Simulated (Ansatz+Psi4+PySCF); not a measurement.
# doublet N2O(+): levels of theory in one basis

```xyz
3

N    -0.0073    0.0054   -1.2361
N     0.0028    0.0093   -0.0586
O     0.0067   -0.0044    1.1252
```

Basis set: cc-pVTZ (spherical functions). Left uncorrelated: 3 orbitals. Correlation on ROHF uses semicanonical orbitals with singles. Charge 1, multiplicity 2.

Computed with Ansatz (development build ahead of 0.2.0) and Psi4 1.11; each method stands on the lowest determinant of its kind that the runs found.

```
      method  E − E(ROHF) (eV)  <S²> of the determinant
        ROHF              0.00                     0.75
         UHF             -0.83                     1.20
    ROHF-MP2            -16.18                        –
   ROHF-CCSD            -16.28                        –
    UHF-CCSD            -16.32                     1.20
ROHF-CCSD(T)            -17.21                        –
 UHF-CCSD(T)            -17.19                     1.20
```

Problem. What does UHF-MP2 give on the same scale?

Solution. -15.06 eV.

Caution for ROHF, ROHF-MP2, ROHF-CCSD, ROHF-CCSD(T): an unrestricted determinant lies well below. Caution for UHF, UHF-MP2, UHF-CCSD, UHF-CCSD(T): the unrestricted determinant is spin contaminated. Caution for ROHF-MP2, UHF-MP2, ROHF-CCSD, UHF-CCSD, ROHF-CCSD(T), UHF-CCSD(T): large amplitudes, a single reference is doubtful.
